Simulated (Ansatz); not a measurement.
# BH3NS: the cost of one run

Computed with Ansatz 0.2.0, driven from Python. Level of theory: PBE/def2-SVP.

## (1) Starting point

Bond lengths: N1–B2 1.466 Å, B2–S3 1.857 Å, N1–H4 1.015 Å, N1–H5 1.037 Å, S3–H6 1.426 Å. Angles: N1–B2–S3 119.8°, B2–N1–H4 109.7°, B2–N1–H5 112.0°, H4–N1–H5 103.2°, B2–S3–H6 92.8°.

No structure file is read: the coordinates are typed or built in the script.

## (2) The script

Contents of bh3ns.py:

```python
from dataclasses import dataclass

import ansatz as az
import numpy as np


@dataclass(frozen=True)
class RunConfig:
    basis: str = "def2-SVP"
    functional: str = "pbe"


settings = RunConfig()

mol = (
    az.Crystal.molecule()
    .atom("N", [-0.8209, 0.325, -0.6495])
    .atom("B", [-0.3643, -0.6469, 0.3491])
    .atom("S", [0.6929, -0.0841, 1.7678])
    .atom("H", [-1.3365, -0.1536, -1.3807])
    .atom("H", [-0.0296, 0.7569, -1.1626])
    .atom("H", [1.9004, -0.2613, 1.0297])
)

setup = (
    mol.calculation()
    .basis(gaussian=settings.basis)
    .functional(settings.functional)
    .spin("collinear", total=1)
)
symbols = [site.symbol for site in mol.cartesian_sites]
pairs = [(0, 1), (0, 3), (0, 4), (1, 2), (2, 5)]
print("held (A)   E (eV)        ", "  ".join(f"{symbols[i]}{i}-{symbols[j]}{j}" for i, j in pairs))
for length in [0.95, 1.04, 1.12, 1.24, 1.4]:
    r = setup.relax(constraints=[az.DistanceConstraint((0, 4), at=length)], force_tolerance=0.02, max_steps=60).run(threads=1).report
    xyz = np.array(r["positions_ang"])
    print(f"{length:6.2f} {r['free_energy_ev']:14.5f}  ", "  ".join(f"{np.linalg.norm(xyz[i] - xyz[j]):.3f}" for i, j in pairs))
```

## (3) The input behind the calls

The engine receives this input (first run):

```yaml
crystal:
  periodic: [false, false, false]
  atoms:
    - { symbol: "N", position_ang: [-0.8209, 0.325, -0.6495] }
    - { symbol: B, position_ang: [-0.3643, -0.6469, 0.3491] }
    - { symbol: S, position_ang: [0.6929, -0.0841, 1.7678] }
    - { symbol: H, position_ang: [-1.3365, -0.1536, -1.3807] }
    - { symbol: H, position_ang: [-0.0296, 0.7569, -1.1626] }
    - { symbol: H, position_ang: [1.9004, -0.2613, 1.0297] }
basis:
  gaussian:
    orbitals: def2-SVP
hamiltonian:
  xc: pbe
magnetization:
  spin_polarized: true
  initial_magnetization: 1.0
relax:
  f_tol: 0.02
  max_steps: 60
  constraints:
    - { distance: [0, 4], at: 0.95 }
```

## (4) The run

Command:

```bash
$ python bh3ns.py
```

What time and memory should one allow on 1 thread of Arm Neoverse V2, shared host?

About 87 s, with a peak of 0.21 GiB.
